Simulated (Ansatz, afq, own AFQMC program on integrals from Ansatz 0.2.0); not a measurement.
**SiH4 (singlet): AFQMC on the coupled-cluster ladder at scale of all distances = 1.000, 6-31G, part 1 of 2**

Aim: compute SiH4 (singlet) with auxiliary-field quantum Monte Carlo on the same integrals as coupled cluster, and set the energies side by side.

Method: 6-31G, frozen cores; program: Ansatz 0.2.0, Gaussian basis, and an in-house AFQMC program (afq) on its integrals; all values are calculated.

To be run: Full CI; PBE (unrestricted); r2SCAN (unrestricted); PBE0 (unrestricted); B3LYP (unrestricted); CCSD(T) on RHF; wB97M-V (unrestricted); B2PLYP (unrestricted); Full CI; CCSDT(Q) on RHF; CCSDTQ on RHF; Phaseless AFQMC, CISD trial on RHF; Phaseless AFQMC, single-determinant trial on RHF; Free-projection AFQMC, CISD trial on RHF; Free-projection AFQMC, CISD trial on RHF; Phaseless AFQMC, first-order trial on RHF; UHF.

10 further runs of the same task are left out: 2 for a known fault of the program, 8 that didn't finish.

## 1. The geometry

The geometry derives from a PBE0/def2-TZVP stationary point (not a proven minimum). All distances are scaled together.

5 atoms, charge 0, spin multiplicity 1.

Atoms are counted from 1 here; the program's logs count them from 0.

Bond lengths: Si1–H2 1.485 Å, Si1–H3 1.485 Å, Si1–H4 1.485 Å, Si1–H5 1.485 Å. Angles: H2–Si1–H3 109.5°, H2–Si1–H4 109.5°, H2–Si1–H5 109.5°, H3–Si1–H4 109.5°, H3–Si1–H5 109.5°, H4–Si1–H5 109.5°.

Geometry (Å):

```csv
atom,x (Å),y (Å),z (Å)
Si1,0.0000,0.0000,0.0000
H2,0.8558,0.8587,0.8568
H3,-0.8596,-0.8544,0.8574
H4,-0.8547,0.8555,-0.8611
H5,0.8584,-0.8599,-0.8531
```

## 2. Full CI

File in.yaml:

```yaml
crystal:
  periodic: [false, false, false]
  atoms:
    - {symbol: Si, position_ang: [0.000000, 0.000000, 0.000000]}
    - {symbol: H, position_ang: [0.855850, 0.858745, 0.856831]}
    - {symbol: H, position_ang: [-0.859551, -0.854424, 0.857445]}
    - {symbol: H, position_ang: [-0.854730, 0.855535, -0.861149]}
    - {symbol: H, position_ang: [0.858431, -0.859856, -0.853127]}
basis:
  gaussian: {orbitals: 6-31G}
correlation: {method: fci, electrons: outside_noble_gas}
```

Command:

```console
$ ansatz run in.yaml --threads 1 --pin off --events-out ev --progress --plain --max-ram 16896MiB --backend cuda --devices 0, --max-vram 18GiB
```

What it wrote:

```text
Functional definition: HF
  name "HF"
  cite "Fock, Z. Phys. 61, 126 (1930) doi:10.1007/BF01340294"
  parent pbe
  exchange = exact_x
  correlation = 0
461 factors; integrals over basis functions are off by at most 2.9e-8 eV
mean field evaluation 1: about -7922.9404 eV, gradient 7.3e0 eV
mean field evaluation 2: about -7922.9435 eV, gradient 7.3e0 eV
mean field evaluation 4: about -7923.2439 eV, gradient 1.8e-1 eV
mean field evaluation 8: about -7923.2442 eV, gradient 2.8e-4 eV
mean field -7923.24422826 eV, -291.1738548207 hartree, gradient 1.4e-6 eV, S^2 0.000000; 0 other end points of the search recorded, 0 dependent functions left out
5 core orbitals not correlated: weight in the atoms' cores, before any rotation towards them, 1.000 or more for the frozen orbitals, at most 0.000 for the correlated occupied ones
reference -7923.24422826 eV, -291.1738548207 hartree; 4, 4 occupied and 12, 12 virtual orbitals, 461 factors
state -7925.58784613 eV, -291.2599811890 hartree
Total energy: -7925.58784613 eV, -291.2599811890 hartree
```

Run time: 8.5 s. Hardware: 1 × NVIDIA H100 80GB HBM3 with 1 thread of AMD EPYC 7R13 (Zen 3), shared host; peak host memory 1.5 GiB.

From the report: 828,944 determinants, symmetry A1.

## 3. PBE (unrestricted)

in.yaml, as its differences from that of step 2:

```diff
@@ -10,2 +10,4 @@
   gaussian: {orbitals: 6-31G}
-correlation: {method: fci, electrons: outside_noble_gas}
+magnetization: {spin_polarized: true, initial_magnetization: 0}
+hamiltonian: {xc: {name: PBE}}
+output: {orbitals: {seedname: orbitals}}
```

Command:

```console
$ ansatz run in.yaml --threads 1 --pin off --events-out ev --progress --plain --max-ram 5632MiB --backend cpu
```

What it wrote:

```text
Functional definition: PBE
  name "PBE"
  cite "Perdew, Burke & Ernzerhof, Phys. Rev. Lett. 77, 3865 (1996) doi:10.1103/PhysRevLett.77.3865"
  parent pbe
  parameter kappa = 0.804
  parameter beta = 0.06672455060314922
  exchange = pbe_x(kappa = kappa, mu = beta*pi^2/3)
  correlation = pbe_c(beta = beta)
268 factors; integrals over basis functions are off by at most 1.8e-4 eV
mean field evaluation 1: about -7936.1753 eV, gradient 6.2e0 eV
mean field evaluation 2: about -7936.4917 eV, gradient 2.2e0 eV
mean field evaluation 4: about -7936.5371 eV, gradient 3.0e-2 eV
mean field evaluation 8: about -7936.5323 eV, gradient 2.5e-5 eV
mean field -7936.53229091 eV, -291.6621821161 hartree, gradient 2.5e-5 eV, S^2 0.000000; 0 other end points of the search recorded, 0 dependent functions left out
reference -7936.53231925 eV, -291.6621831576 hartree; 9, 9 occupied and 12, 12 virtual orbitals, 268 factors
Total energy: -7936.53231925 eV, -291.6621831576 hartree
```

Run time: 0.33 s. Hardware: 1 thread of AMD EPYC 7R13 (Zen 3), shared host; peak memory 1.5 GiB.

From the report: ⟨S²⟩ of the determinant 0.000 (pure singlet: 0.00).

## 4. r2SCAN (unrestricted)

in.yaml, as its differences from that of step 3:

```diff
@@ -11,3 +11,2 @@
 magnetization: {spin_polarized: true, initial_magnetization: 0}
-hamiltonian: {xc: {name: PBE}}
-output: {orbitals: {seedname: orbitals}}
+hamiltonian: {xc: {name: r2SCAN}}
```

Same command.

What it wrote:

```text
Functional definition: r2SCAN
  name "r2SCAN"
  cite "Furness, Kaplan, Ning, Perdew & Sun, J. Phys. Chem. Lett. 11, 8208 (2020) doi:10.1021/acs.jpclett.0c02405"
  cite "Furness, Kaplan, Ning, Perdew & Sun, J. Phys. Chem. Lett. 11, 9248 (2020) doi:10.1021/acs.jpclett.0c03077"
  parent r2scan
  parameter k0 = 0.174
  parameter k1 = 0.065
  parameter a1 = 4.9479
  exchange = r2scan_x(k0 = k0, k1 = k1, a1 = a1)
  correlation = r2scan_c
268 factors; integrals over basis functions are off by at most 1.8e-4 eV
mean field evaluation 1: about -7939.9081 eV, gradient 4.5e0 eV
mean field evaluation 2: about -7940.0764 eV, gradient 1.4e0 eV
mean field evaluation 4: about -7940.0941 eV, gradient 1.1e-2 eV
mean field evaluation 8: about -7940.0876 eV, gradient 2.3e-5 eV
mean field -7940.08761332 eV, -291.7928378048 hartree, gradient 2.3e-5 eV, S^2 0.000000; 0 other end points of the search recorded, 0 dependent functions left out
reference -7940.08762231 eV, -291.7928381352 hartree; 9, 9 occupied and 12, 12 virtual orbitals, 268 factors
Total energy: -7940.08762231 eV, -291.7928381352 hartree
```

Wall time 0.69 s (1 thread of AMD EPYC 7R13 (Zen 3), shared host); peak memory 1.5 GiB.

From the report: ⟨S²⟩ of the determinant 0.000 (pure singlet: 0.00).

## 5. PBE0 (unrestricted)

in.yaml, as its differences from that of step 4:

```diff
@@ -11,2 +11,3 @@
 magnetization: {spin_polarized: true, initial_magnetization: 0}
-hamiltonian: {xc: {name: r2SCAN}}
+hamiltonian: {xc: {name: PBE0}}
+output: {orbitals: {seedname: orbitals}}
```

Same command.

What it wrote:

```text
Functional definition: PBE0
  name "PBE0"
  cite "Adamo & Barone, J. Chem. Phys. 110, 6158 (1999) doi:10.1063/1.478522"
  cite "Perdew, Burke & Ernzerhof, Phys. Rev. Lett. 77, 3865 (1996) doi:10.1103/PhysRevLett.77.3865"
  parent pbe
  parameter a = 0.25
  parameter kappa = 0.804
  parameter beta = 0.06672455060314922
  exchange = (1 - a)*pbe_x(kappa = kappa, mu = beta*pi^2/3) + a*exact_x
  correlation = pbe_c(beta = beta)
268 factors; integrals over basis functions are off by at most 1.8e-4 eV
mean field evaluation 1: about -7937.2175 eV, gradient 3.4e0 eV
mean field evaluation 2: about -7937.3062 eV, gradient 9.6e-1 eV
mean field evaluation 4: about -7937.3810 eV, gradient 4.4e-1 eV
mean field evaluation 8: about -7937.3822 eV, gradient 1.2e-3 eV
mean field -7937.38223905 eV, -291.6934171342 hartree, gradient 4.2e-5 eV, S^2 0.000000; 0 other end points of the search recorded, 0 dependent functions left out
reference -7937.38225990 eV, -291.6934179003 hartree; 9, 9 occupied and 12, 12 virtual orbitals, 268 factors
Total energy: -7937.38225990 eV, -291.6934179003 hartree
```

It took 0.42 s on 1 thread of AMD EPYC 7R13 (Zen 3), shared host; peak memory 1.5 GiB.

From the report: ⟨S²⟩ of the determinant 0.000 (pure singlet: 0.00).

## 6. B3LYP (unrestricted)

in.yaml, as its differences from that of step 5:

```diff
@@ -11,3 +11,2 @@
 magnetization: {spin_polarized: true, initial_magnetization: 0}
-hamiltonian: {xc: {name: PBE0}}
-output: {orbitals: {seedname: orbitals}}
+hamiltonian: {xc: {name: B3LYP}}
```

Launched as before.

What it wrote, shortened:

```text
Functional definition: B3LYP
  name "B3LYP"
  cite "Stephens, Devlin, Chabalowski & Frisch, J. Phys. Chem. 98, 11623 (1994) doi:10.1021/j100096a001"
  cite "Becke, Phys. Rev. A 38, 3098 (1988) doi:10.1103/PhysRevA.38.3098"
  cite "Lee, Yang & Parr, Phys. Rev. B 37, 785 (1988) doi:10.1103/PhysRevB.37.785"
  cite "Vosko, Wilk & Nusair, Can. J. Phys. 58, 1200 (1980) doi:10.1139/p80-159"
[...]
268 factors; integrals over basis functions are off by at most 1.8e-4 eV
[...]
mean field -7941.65477119 eV, -291.8504297944 hartree, gradient 5.6e-5 eV, S^2 0.000000; 0 other end points of the search recorded, 0 dependent functions left out
reference -7941.65495761 eV, -291.8504366449 hartree; 9, 9 occupied and 12, 12 virtual orbitals, 268 factors
Total energy: -7941.65495761 eV, -291.8504366449 hartree
```

It took 0.42 s on 1 thread of AMD EPYC 7R13 (Zen 3), shared host; peak memory 1.5 GiB.

From the report: ⟨S²⟩ of the determinant 0.000 (pure singlet: 0.00).

## 7. CCSD(T) on RHF

in.yaml, as its differences from that of step 6:

```diff
@@ -10,3 +10,3 @@
   gaussian: {orbitals: 6-31G}
-magnetization: {spin_polarized: true, initial_magnetization: 0}
-hamiltonian: {xc: {name: B3LYP}}
+magnetization: {spin_polarized: false}
+correlation: {method: ccsd_t, electrons: outside_noble_gas, hamiltonian_folder: ham}
```

Command:

```console
$ ansatz run in.yaml --threads 1 --pin off --events-out ev --progress --plain --max-ram 16896MiB --backend cuda --devices 0, --max-vram 18GiB
```

What it wrote, shortened:

```text
Functional definition: HF
  name "HF"
  cite "Fock, Z. Phys. 61, 126 (1930) doi:10.1007/BF01340294"
  parent pbe
[...]
268 factors; integrals over basis functions are off by at most 1.8e-4 eV
[...]
mean field -7923.24408500 eV, -291.1738495560 hartree, gradient 1.4e-6 eV, S^2 0.000000; 0 other end points of the search recorded, 0 dependent functions left out
5 core orbitals not correlated: weight in the atoms' cores, before any rotation towards them, 1.000 or more for the frozen orbitals, at most 0.000 for the correlated occupied ones
reference -7923.24408500 eV, -291.1738495560 hartree; 4, 4 occupied and 12, 12 virtual orbitals, 268 factors
second order -1.67405678 eV of doubles, -0.00000000 eV of singles
cycle   1  -2.10290752 eV  change   -4.3e-1 eV  update   5.2e-2
[...]
cycle   8  -2.31172246 eV  change    4.9e-6 eV  update   1.8e-6
perturbative correction -0.02279619 eV, -0.0008377445 hartree
Total energy: -7925.57860365 eV, -291.2596415339 hartree
```

Wall time 2.9 s (1 × NVIDIA H100 80GB HBM3 with 1 thread of AMD EPYC 7R13 (Zen 3), shared host); peak host memory 1.5 GiB.

From the report: correlation -2.3345 eV; T1 0.008; largest double amplitude 0.04.

This run also writes the integrals to the folder ham.

## 8. wB97M-V (unrestricted)

in.yaml, as its differences from that of step 7:

```diff
@@ -10,3 +10,4 @@
   gaussian: {orbitals: 6-31G}
-magnetization: {spin_polarized: false}
-correlation: {method: ccsd_t, electrons: outside_noble_gas, hamiltonian_folder: ham}
+magnetization: {spin_polarized: true, initial_magnetization: 0}
+hamiltonian: {xc: {name: wB97M-V}}
+output: {orbitals: {seedname: orbitals}}
```

Command:

```console
$ ansatz run in.yaml --threads 1 --pin off --events-out ev --progress --plain --max-ram 5632MiB --backend cpu
```

What it wrote, shortened:

```text
Functional definition: wB97M-V
  name "wB97M-V"
  cite "Mardirossian & Head-Gordon, J. Chem. Phys. 144, 214110 (2016) doi:10.1063/1.4952647"
  cite "Becke, J. Chem. Phys. 107, 8554 (1997) doi:10.1063/1.475007"
  cite "Vydrov & Van Voorhis, J. Chem. Phys. 133, 244103 (2010) doi:10.1063/1.3521275"
  # Of w^i u^j: cxij and so on, Table III.
[...]
  gx(w, u) = 1 - cx + cx01*u + cx10*w
  gss(w, u) = css00 + css04*u^4 + css10*w + css20*w^2 + css43*w^4*u^3
  gos(w, u) = cos00 + cos10*w + (cos20 + cos21*u)*w^2 + (cos60 + cos61*u)*w^6
[...]
      + integral(e_c_pw_mod_opposite_spin*gos(b97_w_opposite, b97_u_opposite)) + vv10(b, c)
268 factors; integrals over basis functions are off by at most 1.8e-4 eV
116 factors; integrals over basis functions are off by at most 2.3e-6 eV
[...]
mean field -7939.80100555 eV, -291.7823051635 hartree, gradient 1.7e-5 eV, S^2 0.000000; 0 other end points of the search recorded, 0 dependent functions left out
reference -7939.80103819 eV, -291.7823063632 hartree; 9, 9 occupied and 12, 12 virtual orbitals, 268 factors
Total energy: -7939.80103819 eV, -291.7823063632 hartree
```

Run time: 1.6 s. Hardware: 1 thread of AMD EPYC 7R13 (Zen 3), shared host; peak memory 1.5 GiB.

From the report: ⟨S²⟩ of the determinant 0.000 (pure singlet: 0.00).

## 9. B2PLYP (unrestricted)

in.yaml, as its differences from that of step 8:

```diff
@@ -11,3 +11,3 @@
 magnetization: {spin_polarized: true, initial_magnetization: 0}
-hamiltonian: {xc: {name: wB97M-V}}
-output: {orbitals: {seedname: orbitals}}
+hamiltonian: {xc: {name: B2PLYP}}
+correlation: {electrons: outside_noble_gas}
```

Same command.

What it wrote, shortened:

```text
Functional definition: B2PLYP
  name "B2PLYP"
  cite "Grimme, J. Chem. Phys. 124, 034108 (2006) doi:10.1063/1.2148954"
  cite "Becke, Phys. Rev. A 38, 3098 (1988) doi:10.1103/PhysRevA.38.3098"
  cite "Lee, Yang & Parr, Phys. Rev. B 37, 785 (1988) doi:10.1103/PhysRevB.37.785"
[...]
268 factors; integrals over basis functions are off by at most 1.8e-4 eV
[...]
mean field -7935.91554549 eV, -291.6395171399 hartree, gradient 9.6e-6 eV, S^2 0.000000; 0 other end points of the search recorded, 0 dependent functions left out
5 core orbitals not correlated: weight in the atoms' cores, before any rotation towards them, 1.000 or more for the frozen orbitals, at most 0.000 for the correlated occupied ones
reference -7935.91566133 eV, -291.6395213971 hartree; 4, 4 occupied and 12, 12 virtual orbitals, 268 factors
second order -2.11527817 eV of doubles, -0.00000000 eV of singles
Total energy: -7936.48678644 eV, -291.6605098576 hartree
```

Wall time 0.39 s (1 thread of AMD EPYC 7R13 (Zen 3), shared host); peak memory 1.5 GiB.

From the report: ⟨S²⟩ of the determinant 0.000 (pure singlet: 0.00).

## 10. Full CI

File in.yaml:

```yaml
hamiltonian:
  integrals:
    folder: ../ham
correlation: {method: fci}
```

Command:

```console
$ ansatz run in.yaml --threads 1 --pin off --events-out ev --progress --plain --max-ram 16896MiB --backend cuda --devices 0, --max-vram 18GiB
```

What it wrote:

```text
Functional definition: HF
  name "HF"
  cite "Fock, Z. Phys. 61, 126 (1930) doi:10.1007/BF01340294"
  parent pbe
  exchange = exact_x
  correlation = 0
reference -7923.24408500 eV, -291.1738495560 hartree; 4, 4 occupied and 12, 12 virtual orbitals, 268 factors
state -7925.58770857 eV, -291.2599761338 hartree
Total energy: -7925.58770857 eV, -291.2599761338 hartree
```

Run time: 9.5 s. Hardware: 1 × NVIDIA H100 80GB HBM3 with 1 thread of AMD EPYC 7R13 (Zen 3), shared host; peak host memory 1.5 GiB.

From the report: 828,944 determinants.

## 11. CCSDT(Q) on RHF

File in.yaml:

```yaml
crystal:
  periodic: [false, false, false]
  atoms:
    - {symbol: Si, position_ang: [0.000000, 0.000000, 0.000000]}
    - {symbol: H, position_ang: [0.855850, 0.858745, 0.856831]}
    - {symbol: H, position_ang: [-0.859551, -0.854424, 0.857445]}
    - {symbol: H, position_ang: [-0.854730, 0.855535, -0.861149]}
    - {symbol: H, position_ang: [0.858431, -0.859856, -0.853127]}
basis:
  gaussian: {orbitals: 6-31G}
magnetization: {spin_polarized: false}
correlation: {method: ccsdt_q, electrons: outside_noble_gas}
```

Launched as before.

What it wrote, shortened:

```text
Functional definition: HF
  name "HF"
  cite "Fock, Z. Phys. 61, 126 (1930) doi:10.1007/BF01340294"
  parent pbe
[...]
461 factors; integrals over basis functions are off by at most 2.9e-8 eV
[...]
mean field -7923.24422826 eV, -291.1738548207 hartree, gradient 1.4e-6 eV, S^2 0.000000; 0 other end points of the search recorded, 0 dependent functions left out
5 core orbitals not correlated: weight in the atoms' cores, before any rotation towards them, 1.000 or more for the frozen orbitals, at most 0.000 for the correlated occupied ones
reference -7923.24422826 eV, -291.1738548207 hartree; 4, 4 occupied and 12, 12 virtual orbitals, 461 factors
second order -1.67408200 eV of doubles, -0.00000000 eV of singles
cycle   1  -2.10291416 eV  change   -4.3e-1 eV  update   5.4e-2
[...]
cycle  10  -2.34268471 eV  change   -2.8e-7 eV  update   2.1e-7
perturbative correction -0.00071726 eV, -0.0000263588 hartree
Total energy: -7925.58763023 eV, -291.2599732547 hartree
```

Wall time 3.6 s (1 × NVIDIA H100 80GB HBM3 with 1 thread of AMD EPYC 7R13 (Zen 3), shared host); peak host memory 1.5 GiB.

From the report: correlation -2.3434 eV; T1 0.008; largest double amplitude 0.04.

## 12. CCSDTQ on RHF

in.yaml, as its differences from that of step 11:

```diff
@@ -11,2 +11,2 @@
 magnetization: {spin_polarized: false}
-correlation: {method: ccsdt_q, electrons: outside_noble_gas}
+correlation: {method: ccsdtq, electrons: outside_noble_gas}
```

Same command.

What it wrote, shortened:

```text
Functional definition: HF
  name "HF"
  cite "Fock, Z. Phys. 61, 126 (1930) doi:10.1007/BF01340294"
  parent pbe
[...]
461 factors; integrals over basis functions are off by at most 2.9e-8 eV
[...]
mean field -7923.24422826 eV, -291.1738548207 hartree, gradient 1.4e-6 eV, S^2 0.000000; 0 other end points of the search recorded, 0 dependent functions left out
5 core orbitals not correlated: weight in the atoms' cores, before any rotation towards them, 1.000 or more for the frozen orbitals, at most 0.000 for the correlated occupied ones
reference -7923.24422826 eV, -291.1738548207 hartree; 4, 4 occupied and 12, 12 virtual orbitals, 461 factors
second order -1.67408200 eV of doubles, -0.00000000 eV of singles
cycle   1  -2.10291485 eV  change   -4.3e-1 eV  update   5.4e-2
[...]
cycle  10  -2.34360800 eV  change   -2.8e-7 eV  update   3.5e-7
Total energy: -7925.58783626 eV, -291.2599808260 hartree
```

It took 4.2 s on 1 × NVIDIA H100 80GB HBM3 with 1 thread of AMD EPYC 7R13 (Zen 3), shared host; peak host memory 1.5 GiB.

From the report: correlation -2.3436 eV; T1 0.008; largest double amplitude 0.04.

## 13. Phaseless AFQMC, CISD trial on RHF

It reads the integrals that the CCSD(T) run on this determinant wrote.

Command:

```console
$ afq ham --method phaseless --trial cisd --walkers 4000 --populations 20 --least-time 60 --time-step 0.005 --steps-per-block 50 --equilibration-blocks 28 --max-blocks 4000 --target-error 0.00017 --factor-cut 1e-05 --seed 9104 --release-times 0.24,0.51,0.99,1.62,2.4 --release-step 0.03 --release-every 3 --taylor-order 6
```

What it wrote:

```text
orbitals 16  electrons 4 4  factors 106 of 268
reference energy -291.17384956 Eh
CCSD correlation -0.08495407 Eh in 9 cycles, weight of the determinant in the CISD state 0.9416
energy of the start -291.258808 Eh
 block  time / (1/Eh)  mean weight  energy / Eh
     1     0.250  1.0000  -291.258221
     2     0.500  1.0001  -291.258268
     3     0.750  0.9998  -291.258539
     4     1.000  1.0000  -291.258783
     5     1.250  1.0002  -291.259075
     6     1.500  1.0000  -291.259205
     7     1.750  1.0000  -291.259378
     8     2.000  0.9999  -291.259529
     9     2.250  0.9999  -291.259649
    10     2.500  0.9999  -291.259676
    11     2.750  1.0001  -291.259708
    12     3.000  0.9999  -291.259719
    13     3.250  1.0002  -291.259732
    14     3.500  1.0000  -291.259815
    15     3.750  0.9999  -291.259863
    16     4.000  1.0001  -291.259863
    17     4.250  1.0000  -291.259834
    18     4.500  1.0000  -291.259817
    19     4.750  1.0000  -291.259940
    20     5.000  1.0001  -291.259982
    21     5.250  0.9999  -291.259861
    22     5.500  1.0000  -291.259948
    23     5.750  1.0001  -291.259960
    24     6.000  1.0001  -291.259941
    25     6.250  1.0001  -291.259899
    26     6.500  0.9999  -291.259891
    27     6.750  0.9998  -291.259861
    28     7.000  1.0001  -291.259988
    29     7.250  1.0000  -291.259850
    30     7.500  1.0001  -291.259816
    31     7.750  1.0000  -291.259885
    32     8.000  1.0000  -291.259901
    33     8.250  0.9999  -291.259934
    34     8.500  1.0000  -291.259860
    35     8.750  1.0001  -291.259911
    36     9.000  1.0001  -291.259942
    37     9.250  1.0000  -291.259866
    38     9.500  0.9999  -291.259865
    39     9.750  0.9999  -291.259847
    40    10.000  1.0000  -291.259935
    41    10.250  1.0001  -291.259942
    42    10.500  1.0000  -291.259989
    43    10.750  1.0001  -291.259934
    44    11.000  1.0001  -291.260021
    45    11.250  1.0000  -291.260071
    46    11.500  1.0000  -291.260060
    47    11.750  1.0003  -291.259974
    48    12.000  0.9999  -291.260044
    49    12.250  0.9999  -291.260138
    50    12.500  1.0000  -291.259930
    51    12.750  0.9998  -291.260161
    52    13.000  0.9998  -291.260014
    53    13.250  1.0002  -291.259917
    54    13.500  0.9999  -291.260069
    55    13.750  1.0000  -291.259969
    56    14.000  1.0001  -291.259926
    57    14.250  0.9999  -291.259835
    58    14.500  1.0000  -291.259890
    59    14.750  1.0001  -291.259893
    60    15.000  0.9998  -291.260000
    61    15.250  1.0000  -291.259970
    62    15.500  1.0000  -291.259962
    63    15.750  0.9998  -291.259988
    64    16.000  1.0000  -291.260011
    65    16.250  1.0000  -291.259897
    66    16.500  0.9999  -291.259904
    67    16.750  0.9997  -291.259874
    68    17.000  0.9999  -291.260094
    69    17.250  0.9999  -291.259953
    70    17.500  1.0000  -291.260081
    71    17.750  0.9999  -291.259996
    72    18.000  1.0000  -291.260196
    73    18.250  1.0001  -291.260187
    74    18.500  1.0000  -291.260004
    75    18.750  1.0001  -291.260037
    76    19.000  1.0000  -291.260085
    77    19.250  1.0000  -291.260208
    78    19.500  0.9999  -291.259970
error from the spread of 20 populations
released: time / (1/Eh)  energy / Eh  error  mean overlap
  0.24  -291.260004  0.000031  0.9995
  0.51  -291.259983  0.000022  0.9990
  0.99  -291.259965  0.000017  1.0004
  1.62  -291.259954  0.000018  1.0022
  2.40  -291.259942  0.000014  1.0043
energy -291.259976 +/- 0.000035 Eh
```

It took 22 s on 1 × NVIDIA H100 80GB HBM3 with 2 threads of AMD EPYC 7R13 (Zen 3), shared host; peak host memory 1.5 GiB.

Energy -7925.5877 ± 0.0010 eV. Caveats: constraint bias not in the error.

(Continued in part 2 of 2.)
